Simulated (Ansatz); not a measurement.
# SiPH2+ (triplet): from Hartree-Fock to the top rungs, cc-pVDZ

How much of the correlation energy of SiPH2+ (triplet) does each wave-function method recover here?

Computed with Ansatz 0.2.0, Gaussian basis. Level: cc-pVDZ, core rule «outside noble gas», up to 10 orbitals frozen.

The runs, in order: UHF; CCSD(T) on ROHF; CCSD(T) on UHF; BCCD(T) on ROHF; CISD; CCSDT(Q) on ROHF; CCSDT(Q) on UHF; CASSCF and MRCISD+Q, 10 electrons in 10 orbitals; CASSCF and NEVPT2, 10 electrons in 10 orbitals.

21 further runs of the same task are left out: 2 for a known fault of the program, 4 that didn't finish, 15 set aside as unsound or not needed.

### 1 What is computed

The geometry is a PBE0/def2-TZVP stationary point (not a proven minimum) of the parent state, kept for this charge and spin.

4 atoms, charge 1, spin multiplicity 3.

Atoms are counted from 1 here; the program's logs count them from 0.

Bond lengths: Si1–P2 2.059 Å, Si1–H3 1.485 Å, Si1–H4 1.485 Å. Angles: P2–Si1–H3 124.2°, P2–Si1–H4 124.2°, H3–Si1–H4 111.6°.

### 2 UHF

in.yaml

```yaml
crystal:
  periodic: [false, false, false]
  atoms:
    - {symbol: Si, position_ang: [0.000000, 0.000000, 1.016675]}
    - {symbol: P, position_ang: [0.000000, 0.000000, -1.042393]}
    - {symbol: H, position_ang: [0.000000, 1.227985, 1.851803]}
    - {symbol: H, position_ang: [0.000000, -1.227985, 1.851803]}
basis:
  gaussian: {orbitals: cc-pVDZ}
total_charge: 1
magnetization: {spin_polarized: true, initial_magnetization: 2}
hamiltonian: {xc: hf}
output: {orbitals: {seedname: orbitals}}
```

Command:

```sh
$ ansatz run in.yaml --threads 1 --pin off --events-out ev --progress --plain --max-ram 2393MiB
```

Further steps of the session: CCSD(T) on ROHF; CCSD(T) on UHF; BCCD(T) on ROHF; CISD; CCSDT(Q) on ROHF; CCSDT(Q) on UHF; CASSCF and MRCISD+Q, 10 electrons in 10 orbitals; CASSCF and NEVPT2, 10 electrons in 10 orbitals.

Q: Predict the results of all the runs planned. Wanted: UCCSDT(Q) below the RHF energy; RMP2 from UCCSDT(Q); UMP2 from UCCSDT(Q); RCCSD from UCCSDT(Q); RCCSD(T) from UCCSDT(Q); UCCSD(T) from UCCSDT(Q); RCCSDT(Q) from UCCSDT(Q); NEVPT2 valence from UCCSDT(Q); MRCISD+Q valence from UCCSDT(Q).

As calculated:

```
                         quantity                                                                     value
   UCCSDT(Q) below the RHF energy                                                                -5.4367 eV
              RMP2 from UCCSDT(Q)                                                               +1189.1 meV
              UMP2 from UCCSDT(Q)                                                               +1221.7 meV
             RCCSD from UCCSDT(Q)                                                                +187.0 meV
          RCCSD(T) from UCCSDT(Q)                                                                 +41.6 meV
          UCCSD(T) from UCCSDT(Q)                                                                 +41.6 meV
         RCCSDT(Q) from UCCSDT(Q)                                                                  +0.6 meV
    NEVPT2 valence from UCCSDT(Q)                                                               +1022.9 meV
  MRCISD+Q valence from UCCSDT(Q)                                                                 +30.8 meV
levels within 1 kcal/mol (43 meV)  RCCSD(T), UCCSD(T), BCCD(T), RCCSDT, UCCSDT, RCCSDT(Q), MRCISD+Q valence
                    T1 diagnostic                                                                     0.020
   effectively unpaired electrons                                                                      2.02
```

In words: RCCSD(T) lands +41.6 meV from the yardstick (0.8 % of the correlation energy). One determinant dominates. Of the multireference levels listed MRCISD+Q valence comes nearest in total energy (+30.8 meV), which doesn't show that its space is the better one. These misses are within one basis, not against nature; the frozen cores of restricted and unrestricted runs differ, which can shift their rows.
